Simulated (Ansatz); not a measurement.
# OH− (hydroxide) at BLYP/aug-cc-pVTZ

What is the energy change on altering one bond length of OH− (hydroxide) at BLYP/aug-cc-pVTZ? 

The results are computed with Ansatz 0.2.0.

## (1) The molecule

OH− has 2 atoms, charge -1, and is taken as a singlet. As SMILES, `[OH-]`. The shape is that of a PBE0-D4/def2-TZVPD optimisation.

Bond lengths: O1–H2 0.964 Å.

## (2) A single-point energy at BLYP/aug-cc-pVTZ

molecule.yaml reads:

```yaml
basis:
  gaussian:
    orbitals: aug-cc-pVTZ
crystal:
  periodic: [false, false, false]
  atoms:
    - {symbol: O, position_ang: [0.411800, -0.131800, 0.212500]}
    - {symbol: H, position_ang: [-0.411800, 0.131800, -0.212500]}
total_charge: -1
hamiltonian:
  xc: {name: BLYP}
accuracy: high
output: {orbitals: {seedname: orbitals}}
```

Run with:

```
$ ansatz run molecule.yaml --threads 1 --pin off --max-ram 3480MiB --events-out events.jsonl --progress --plain --runs-dir runs
```

Output:

```text
Warning: RAYON_NUM_THREADS=1 ignored (pool sized by the plan → 1); use --threads N
Functional definition: BLYP
  name "BLYP"
  parameter beta = 0.0042
  parameter a = 0.04918
  parameter b = 0.132
  parameter c = 0.2533
  parameter d = 0.349
  exchange = b88_x(beta = beta)
  correlation = lyp_c(a = a, b = b, c = c, d = d)
898 factors; integrals over basis functions are off by at most 3.4e-9 eV
mean field evaluation 1: about -2017.6590 eV, gradient 1.2e2 eV
mean field evaluation 2: about -1983.2380 eV, gradient 2.4e2 eV
mean field evaluation 4: about -2061.0667 eV, gradient 3.3e1 eV
mean field evaluation 8: about -2063.3611 eV, gradient 6.1e-1 eV
mean field evaluation 16: about -2063.3624 eV, gradient 1.9e-5 eV
mean field evaluation 32: about -2040.6963 eV, gradient 6.4e1 eV
mean field -2063.36237133 eV, -75.8271685491 hartree, gradient 2.8e-8 eV, S^2 0.000000; 3 other end points of the search recorded, 0 dependent functions left out
reference -2063.36240473 eV, -75.8271697766 hartree; 5, 5 occupied and 64, 64 virtual orbitals, 898 factors
Total energy: -2063.36240473 eV, -75.8271697766 hartree
```

Wall time 2.4 s (1 thread of Arm Neoverse V1, shared host); peak memory 0.1 GiB.

## (3) The distorted shape, same level

input.yaml reads:

```yaml
crystal:
  periodic: [false, false, false]
  atoms:
    - {symbol: O, position_ang: [0.823580, -0.263594, 0.424990]}
    - {symbol: H, position_ang: [-0.411800, 0.131800, -0.212500]}
basis:
  gaussian:
    orbitals: aug-cc-pVTZ
output: {orbitals: {seedname: orbitals}}
total_charge: -1
accuracy: high
hamiltonian:
  xc: {name: BLYP}
```

Run with:

```
$ ansatz run input.yaml --threads 1 --pin off --max-ram 3480MiB --events-out events.jsonl --progress --plain --runs-dir runs
```

Output (excerpt; [...] marks lines left out):

```text
Warning: RAYON_NUM_THREADS=1 ignored (pool sized by the plan → 1); use --threads N
[... 9 set-up lines as earlier in the session ...]
928 factors; integrals over basis functions are off by at most 3.4e-9 eV
mean field evaluation 1: about -1991.4958 eV, gradient 1.4e2 eV
mean field evaluation 2: about -1942.3054 eV, gradient 2.8e2 eV
mean field evaluation 4: about -2055.3760 eV, gradient 5.5e1 eV
mean field evaluation 8: about -2061.4090 eV, gradient 4.3e0 eV
mean field evaluation 16: about -2061.4444 eV, gradient 2.7e-5 eV
mean field evaluation 32: about -2052.9627 eV, gradient 2.8e-3 eV
mean field -2061.44438059 eV, -75.7566836894 hartree, gradient 4.8e-8 eV, S^2 0.000000; 3 other end points of the search recorded, 0 dependent functions left out
reference -2061.44441589 eV, -75.7566849868 hartree; 5, 5 occupied and 64, 64 virtual orbitals, 928 factors
Total energy: -2061.44441589 eV, -75.7566849868 hartree
```

Run time: 2.2 s. Hardware: 1 thread of Arm Neoverse V1, shared host; peak memory 0.11 GiB.

## (4) What came out

At BLYP/aug-cc-pVTZ:

| quantity | value |
| --- | --- |
| first shape: total energy | -75.82717 Eh |
| first shape: HOMO energy | 2.23 eV |
| first shape: LUMO energy | 3.65 eV |
| first shape: HOMO–LUMO gap (to an unbound level, set by the basis) | 1.42 eV |
| distorted shape: total energy | -75.75668 Eh |
| distorted shape: HOMO energy | 2.00 eV |
| distorted shape: LUMO energy | 3.34 eV |
| distorted shape: HOMO–LUMO gap (to an unbound level, set by the basis) | 1.35 eV |
| energy change with the O1–H2 bond stretched from 0.964 to 1.445 Å | 1.918 eV |

What this shows: With the O1–H2 bond stretched from 0.964 to 1.445 Å the energy rises by 1.92 eV (44 kcal/mol). The first shape isn't relaxed at this level, so the change isn't measured from a minimum. The HOMO (first shape) lies at positive energy, 2.23 eV, as semi-local functionals often give for anions; only total energies tell whether the electron is bound. The HOMO (distorted shape) lies at positive energy, 2.00 eV, as semi-local functionals often give for anions; only total energies tell whether the electron is bound.
